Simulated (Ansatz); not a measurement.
The cluster B₃, relaxed as a doublet with UKS PBE-D4/def2-TZVP in Ansatz, starting from the GFN1-xTB geometry. Force threshold 0.02 eV/Å.

The structure comes from a short search, and lower isomers may exist.

Start:

Cartesian coordinates in Å:
```
B -0.637 -0.471 0.359
B 0.204 0.910 0.254
B 0.433 -0.439 -0.614
```

**Question.** Estimate the energy that the relaxation releases and the steps that it takes.

**Answer.** 5.9 kcal/mol, in 3 steps; 2.2 s on 4 threads of Arm Neoverse V1 on a shared host. No frequencies were taken in this run, so the end may be a saddle point.

**Question.** Does the start keep its bonding and symmetry?

**Answer.** By distances, no bond broke or formed. The bond that changes most is B1–B3, from 1.45 to 1.56 Å (atoms count from 1). Point group C2v at the start, D3h at the end, both within 0.05 Å.

**Question.** Predict the relaxed structure.

**Answer.** 
| atom | x (Å) | y (Å) | z (Å) |
| --- | --- | --- | --- |
| B1 | -0.670 | -0.440 | 0.405 |
| B2 | 0.190 | 0.846 | 0.236 |
| B3 | 0.480 | -0.406 | -0.641 |
Bond lengths: 3 × B–B 1.56 Å.
